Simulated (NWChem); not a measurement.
System: C4H8; SMILES C1CCC1

NWChem input:

```
start job
memory heap 200 mb stack 900 mb global 1100 mb
geometry units angstroms noautoz
  C      0.760278     0.760278     0.127540
  C      0.760278    -0.760278    -0.127540
  C     -0.760278    -0.760278     0.127540
  C     -0.760278     0.760278    -0.127540
  H      0.993300     0.993300     1.178547
  H      1.393599     1.393599    -0.512618
  H      0.993300    -0.993300    -1.178547
  H      1.393599    -1.393599     0.512618
  H     -1.393599    -1.393599    -0.512618
  H     -0.993300    -0.993300     1.178547
  H     -0.993300     0.993300    -1.178547
  H     -1.393599     1.393599     0.512618
end
basis spherical
  * library def2-tzvp
end
dft
  xc xpbe96 cpbe96
  iterations 150
  semidirect filesize 400000000
  mulliken
end
task dft energy
```

Parts of the log:

```
             Northwest Computational Chemistry Package (NWChem) 7.3.0
             --------------------------------------------------------

 D2D symmetry detected

                             Geometry "geometry" -> ""
                             -------------------------

 Output coordinates in angstroms (scale by  1.889725989 to convert to a.u.)

  No.       Tag          Charge          X              Y              Z
 ---- ---------------- ---------- -------------- -------------- --------------
    1 C                    6.0000     0.76027800     0.76027800     0.12754000
    2 C                    6.0000     0.76027800    -0.76027800    -0.12754000
    3 C                    6.0000    -0.76027800    -0.76027800     0.12754000
    4 C                    6.0000    -0.76027800     0.76027800    -0.12754000
    5 H                    1.0000     0.99330000     0.99330000     1.17854700
    6 H                    1.0000     1.39359900     1.39359900    -0.51261800
    7 H                    1.0000     0.99330000    -0.99330000    -1.17854700
    8 H                    1.0000     1.39359900    -1.39359900     0.51261800
    9 H                    1.0000    -1.39359900    -1.39359900    -0.51261800
   10 H                    1.0000    -0.99330000    -0.99330000     1.17854700
   11 H                    1.0000    -0.99330000     0.99330000    -1.17854700
   12 H                    1.0000    -1.39359900     1.39359900     0.51261800

 Effective nuclear repulsion energy (a.u.)     127.1850046842

      Symmetry information
      --------------------

 Group name             D2d
 Group number             32
 Group order               8
 No. of unique centers     3

  pbe96 is a nonlocal functional; adding pw91lda local functional.

                                 NWChem DFT Module
                                 -----------------

 Summary of "ao basis" -> "ao basis" (spherical)
 ------------------------------------------------------------------------------
       Tag                 Description            Shells   Functions and Types
 ---------------- ------------------------------  ------  ---------------------
 C                         def2-tzvp                11       31   5s3p2d1f
 H                         def2-tzvp                 4        6   3s1p

      Symmetry analysis of basis
      --------------------------

        a1         31
        a2         12
        b1         12
        b2         31
        e          86

            General Information
            -------------------
          SCF calculation type: DFT
          Wavefunction type:  closed shell.
          No. of atoms     :    12
          No. of electrons :    32
           Alpha electrons :    16
            Beta electrons :    16
          Charge           :     0
          Spin multiplicity:     1
          Use of symmetry is: on ; symmetry adaption is: on
          Maximum number of iterations: 150
          AO basis - number of functions:   172
                     number of shells:    76
          Convergence on energy requested:  1.00D-06
          Convergence on density requested:  1.00D-05
          Convergence on gradient requested:  5.00D-04

              XC Information
              --------------
          PerdewBurkeErnzerhof Exchange Functional  1.000
            Perdew 1991 LDA Correlation Functional  1.000 local
           PerdewBurkeErnz. Correlation Functional  1.000 non-local

             Grid Information
             ----------------
          Grid used for XC integration:  medium
          Radial quadrature: Mura-Knowles
          Angular quadrature: Lebedev.
          Tag              B.-S. Rad. Rad. Pts. Rad. Cut. Ang. Pts.
          ---              ---------- --------- --------- ---------
          C                   0.70       49          10.0       434
          H                   0.35       45          11.0       434
          Grid pruning is: on
          Number of quadrature shells:   139
          Spatial weights used:  Erf1

      Superposition of Atomic Density Guess
      -------------------------------------

 Sum of atomic energies:        -154.68378641

      Non-variational initial energy
      ------------------------------

 Total energy =    -157.732887
 1-e energy   =    -457.181610
 2-e energy   =     172.263718
 HOMO         =      -0.367732
 LUMO         =       0.074668

      Symmetry analysis of molecular orbitals - initial
      -------------------------------------------------

  Numbering of irreducible representations:

     1 a1          2 a2          3 b1          4 b2          5 e

  Orbital symmetries:

     1 a1          2 e           3 e           4 b2          5 a1
     6 e           7 e           8 b2          9 b2         10 a1
    11 e          12 e          13 b1         14 e          15 e
    16 a1         17 a1         18 e          19 e          20 b2
    21 b2         22 e          23 e          24 a1         25 e
    26 e

------------------------------------------------------------
EAF file 0: "./job.aoints.0" size=126877696 bytes
------------------------------------------------------------
               write      read    awrite     aread      wait
               -----      ----    ------     -----      ----
     calls:      242         0         0         0         0
   data(b): 1.27e+08  0.00e+00  0.00e+00  0.00e+00
   time(s): 0.00e+00  0.00e+00  0.00e+00  0.00e+00  0.00e+00
rate(mb/s): 0.00e+00  0.00e+00
------------------------------------------------------------

     ---------------------------------------------
      Total Density - Mulliken Population Analysis
     ---------------------------------------------

[...]
```

Level: PBE/def2-TZVP. Structure relaxed at the PBE0/def2-SVP level.
